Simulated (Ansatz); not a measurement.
Several settings on one geometry of Si3H5 (that of the charge 0 doublet, PBE0-D4/def2-TZVP). Ansatz on 4 threads of AMD EPYC 7B13 on a shared host; times are rough.

```
atom   x (Å)   y (Å)   z (Å)
 Si1   0.909   1.304   0.616
 Si2  -1.151   0.311   0.329
 Si3   0.796  -0.514  -0.795
  H4   0.619  -0.321  -2.257
  H5   1.350   0.621   1.883
  H6  -2.102   0.832  -0.686
  H7   1.443  -1.818  -0.500
  H8  -1.865  -0.415   1.409
```

Totals from different functionals, basis sets or treatments of relativity can't be compared as stabilities.

The 6-31G sets use Cartesian d functions.

The spins typed aren't always the lowest for that charge.

Question: Give the basis size and estimate the energy, ⟨S²⟩ and time of these runs.

```tsv
run	method	charge	state	further keys
1	RKS revPBE0/aug-cc-pVDZ	1	singlet	–
2	UKS B3LYP5/6-31G*	0	doublet	scf: {omitted_lower_state_checks: [starts]}
3	ROKS RPBE/cc-pVDZ	0	doublet	scf: {omitted_lower_state_checks: [starts]}
4	UKS PBE0-D3(BJ)-ATM/aug-cc-pVDZ	0	doublet	scf: {omitted_lower_state_checks: [starts]}; forces asked
```

Answer: 
```tsv
run	functions	energy (Eh)	⟨S²⟩	wall time
1	126	-870.9545	–	1.1 s
2	67	-871.2299	0.75	0.9 s
3	79	-871.3244	–	0.75 s
4	126	-871.0425	0.76	2.6 s
```

The restricted singlet is unstable towards broken spin symmetry in Hartree–Fock (as tested in another run); at RKS revPBE0/aug-cc-pVDZ this wasn't settled.
